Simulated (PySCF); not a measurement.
# How well do the runs reproduce experiment for azulene?

**Measured values to compare with.**

From NIST CCCBDB Release 22 (SRD 101), experimental dipoles, for the gas: dipole moment (microwave Stark effect, vibrational ground state) 0.882 ± 0.0024 D.

How close the calculation comes is told at the end.

Compound: azulene, C10H8.
Numbering: `[cH:1]1[cH:2][cH:3][c:4]2[cH:5][cH:6][cH:7][c:8]-2[cH:9][cH:10]1` (hydrogens: H11 on C1; H12 on C2; H13 on C3; H14 on C5; H15 on C6; H16 on C7; H17 on C9; H18 on C10)

Structure used (GFN2-xTB), in Å, numbered top down from 1:
```xyz
18
C10H8 angstrom
C     -2.3839   -0.4730    0.0274
C     -2.0434    0.8445    0.3008
C     -0.7836    1.4231    0.3588
C      0.4478    0.8292    0.1576
C      1.6885    1.4664    0.2279
C      2.6884    0.5344   -0.0339
C      2.1138   -0.7097   -0.2756
C      0.7261   -0.5939   -0.1722
C     -0.1885   -1.6150   -0.3463
C     -1.5719   -1.5618   -0.2581
H     -3.4472   -0.6852    0.0387
H     -2.8752    1.5108    0.4950
H     -0.7553    2.4822    0.5926
H      1.8388    2.5075    0.4483
H      3.7443    0.7430   -0.0475
H      2.6451   -1.6155   -0.5053
H      0.2375   -2.5842   -0.5840
H     -2.0901   -2.4964   -0.4358
```

Runs made with PySCF (gas phase, on this GFN2-xTB geometry; no spin–orbit coupling):

```tsv
level	job	basis functions	wall time
PBE0/pcSseg-1	shieldings, ring-centre shieldings, charges and field gradients	210	57 s
```

Hardware: one thread of an Arm Neoverse N1, no GPU (shared host).

Results beside the measurements:

**Dipole moment.** Measured: 0.882 D (NIST CCCBDB Release 22 (SRD 101), experimental dipoles).

```tsv
level	computed (D)	computed − measured (D)	% (from the printed values)
PBE0/pcSseg-1	1.110	+0.228	+26
```

The computed dipoles belong to one fixed geometry; measured ones are averaged over vibrations unless marked μe. Magnitudes are compared, not signs.

The geometry is computed, not the measured one. Where a level misses, the cause wasn't examined.
